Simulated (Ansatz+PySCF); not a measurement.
Results of a calculation; reference values are marked as such.
Input for PySCF 2.14.0:

```python
from pyscf import gto, scf, mp

mol = gto.M(atom="""
H 0.000000 0.000000 1.473770
C 0.000000 0.000000 0.367690
C 1.453760 0.000000 -0.094420
C -0.726880 1.259000 -0.094420
C -0.726880 -1.259000 -0.094420
H 1.515920 0.000000 -1.196020
H 1.992880 0.889610 0.267950
H 1.992880 -0.889610 0.267950
H -0.757960 1.312820 -1.196020
H -1.766860 1.281080 0.267950
H -0.226020 2.170690 0.267950
H -0.757960 -1.312820 -1.196020
H -0.226020 -2.170690 0.267950
H -1.766860 -1.281080 0.267950
""", basis='def2-svp', charge=0, spin=0)
mf = scf.UHF(mol)
mf.kernel()
pt = mp.MP2(mf, frozen=4).run()
print(mf.e_tot, pt.e_corr, pt.e_tot)
```

The script is written out from the run's settings.

Output:

| Item | Value |
| --- | --- |
| Converged | yes |
| Reference energy | -157.18915 hartree |
| Correlation energy | -0.59101 hartree |
| Total energy | -157.78016 hartree |
